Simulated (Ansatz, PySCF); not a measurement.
ammonia (H3N), SMILES N.

Coordinates come from a PBE0-D3(BJ)/def2-TZVPD optimisation.

Vertical ionisation energy (IE) and electron affinity (EA) in eV. Rows of orbital energies are one-electron estimates. Where ΔSCF, EOM or ADC give a negative EA the extra electron is unbound and the value depends on the basis.

```tsv
level	IE	EA
−ε(HOMO), −ε(LUMO), M06-2X/def2-TZVPD (PySCF)	9.28	-0.62
−ε(HOMO), −ε(LUMO), ωB97X/def2-TZVPD (PySCF)	10.28	-2.19
−ε(HOMO), −ε(LUMO), PBE/def2-TZVPD (PySCF)	6.13	0.31
EOM-CCSD/aug-cc-pVDZ (PySCF)	10.66	-0.77
ADC(2)/aug-cc-pVDZ (PySCF)	9.93	-0.78
ΔSCF, CAM-B3LYP/def2-TZVPD (Ansatz), final states of multiplicity 2 and 2	10.96	-1.63
ΔSCF, PBE/def2-TZVPD (Ansatz), final states of multiplicity 2 and 2	10.93	-1.49
```

Question: What vertical singlet–triplet gap does ΔSCF give with CAM-B3LYP/def2-TZVPD (Ansatz, a first-principles code) and with PBE/def2-TZVPD (Ansatz)? (An estimate is asked for; the answer gives what the named calculation found.)

Answer: 6.41 and 6.29 eV (triplet above singlet where positive).

Computed lowest 1s main lines (those of the lightest heavy element) from CVS-ADC(2)-x/aug-cc-pVDZ (PySCF, non-relativistic), with pole strengths:
406.6 eV (1.55).

Question: Beyond the first one, list the lowest photoelectron lines from ADC(2)/aug-cc-pVDZ (PySCF 2.14.0) with their pole strengths (two spins summed). (The exact figures need the calculation; the answer reports its results.)

Answer: 15.79 eV (1.81), 15.79 eV (1.81).
